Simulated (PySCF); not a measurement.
CH₅N, SMILES NC. Coordinates come from a PBE-D3(BJ)/def2-TZVP optimisation.

Q: Give the equilibrium geometry at PBE-D3(BJ)/def2-TZVP (PySCF confirms it by a frequency run) as Cartesian coordinates in Å, and its point group. (An estimate is asked for; the answer gives what the named calculation found.)

A: point group Cs.
```xyz
7

C     -0.7068     0.0180     0.0000
N      0.7524    -0.1247     0.0000
H     -1.1195    -0.4895     0.8839
H     -1.1195    -0.4895    -0.8839
H     -1.0878     1.0585     0.0000
H      1.1502     0.3428     0.8167
H      1.1502     0.3428    -0.8167
```
